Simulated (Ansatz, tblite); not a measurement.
# [S5]2-: one state, many levels

Aim: run the singlet of [S5]2- at one geometry on many levels, and compare frontier levels, spin and run time.

Program: Ansatz 0.2.0, Gaussian basis. Level of theory: as each input shows. These are calculated values, not measurements.

Plan: GFN1-xTB, GFN2-xTB, PBE-D4/def2-TZVPD, r2SCAN-D4/def2-TZVPD, LC-ωPBE/def2-TZVPD, B97M-V/def2-TZVPD, BHLYP-D4/def2-TZVPD, BLYP-D4/def2-TZVPD, LDA/def2-TZVPD, HSE06-D4/def2-TZVPD, B2PLYP/def2-TZVPD, PBE-D4/def2-SVPD, PBE0-D4/def2-SVPD, HF/6-31G, B3LYP-D4/6-31G, CCSD(T)/def2-TZVPD, RPA/def2-TZVPD.

**1. The structure**

The singlet was relaxed beforehand with PBE-D4/def2-SVPD.

5 atoms, charge -2, spin multiplicity 1.

Bond lengths: S1–S2 2.089 Å, S2–S3 2.168 Å, S3–S4 2.167 Å, S4–S5 2.089 Å. Angles: S1–S2–S3 114.9°, S2–S3–S4 118.8°, S3–S4–S5 114.9°.

The ion is computed in the gas phase, without counter-ions or solvent.

PBE0-D4/def2-TZVPD was run before; its log isn't repeated, and its numbers join the tables.

**2. GFN1-xTB**

Tight binding, by tblite at 300 K electronic temperature and without a spin-polarisation term:

```python
tblite.interface.Calculator('GFN1-xTB', numbers, positions, charge=-2, uhf=0).singlepoint()
```

Energy -509.6900 eV, HOMO 0.89 eV, LUMO 2.62 eV; 0.006 s.

**3. GFN2-xTB**

Tight binding, by tblite at 300 K electronic temperature and without a spin-polarisation term:

```python
tblite.interface.Calculator('GFN2-xTB', numbers, positions, charge=-2, uhf=0).singlepoint()
```

Energy -453.9578 eV, HOMO -1.35 eV, LUMO -0.15 eV; 0.006 s.

**4. PBE-D4/def2-TZVPD**

start.molden holds the orbitals of an earlier run on this state, given as this run's starting guess.

File in.yaml:

```yaml
crystal:
  periodic: [false, false, false]
  atoms:
    - {symbol: S, position_ang: [1.162661, -1.994877, 2.306315]}
    - {symbol: S, position_ang: [0.580322, -1.745772, 0.315436]}
    - {symbol: S, position_ang: [-1.022363, -0.319009, 0.005646]}
    - {symbol: S, position_ang: [-0.518621, 1.764258, -0.315869]}
    - {symbol: S, position_ang: [-0.202000, 2.295400, -2.311528]}
basis:
  gaussian: {orbitals: def2-TZVPD, initial_orbitals: start.molden}
total_charge: -2
hamiltonian: {xc: pbe, dispersion: d4}
scf: {omitted_lower_state_checks: [starts]}
output: {orbitals: {seedname: orbitals}}
```

Launch:

```sh
$ ansatz run in.yaml --threads 4 --pin off --events-out ev --progress --plain --max-ram 3916MiB
```

The runs that follow: r2SCAN-D4/def2-TZVPD; LC-ωPBE/def2-TZVPD; B97M-V/def2-TZVPD; BHLYP-D4/def2-TZVPD; BLYP-D4/def2-TZVPD; LDA/def2-TZVPD; HSE06-D4/def2-TZVPD; B2PLYP/def2-TZVPD; PBE-D4/def2-SVPD; PBE0-D4/def2-SVPD; HF/6-31G; B3LYP-D4/6-31G; CCSD(T)/def2-TZVPD; RPA/def2-TZVPD.

**Question.** What will the summary of the whole plan be? Wanted: gap in def2-TZVPD, named functionals, smallest and largest; correlation energy, CCSD(T)/def2-TZVPD; PBE0 total energy, smallest basis above largest.

As calculated:

| quantity | value |
| --- | --- |
| gap in def2-TZVPD, named functionals, smallest and largest | 1.46 eV (BLYP-D4), 6.56 eV (LC-ωPBE) |
| correlation energy, CCSD(T)/def2-TZVPD | -27.24 eV |
| PBE0 total energy, smallest basis above largest | 18.37 eV (def2-SVPD, def2-TZVPD) |

In words: Orbital gaps of the named functionals in def2-TZVPD span 1.46 eV (BLYP-D4) to 6.56 eV (LC-ωPBE); exact exchange widens it. LDA, PBE-D4, BLYP-D4, r2SCAN-D4, B97M-V, PBE0-D4, HSE06-D4, BHLYP-D4 put the HOMO above zero; others here keep it below zero, so the sign hangs on the functional's self-interaction and doesn't show that the species is unbound. Notes on CCSD(T)/def2-TZVPD: large T1 diagnostic.
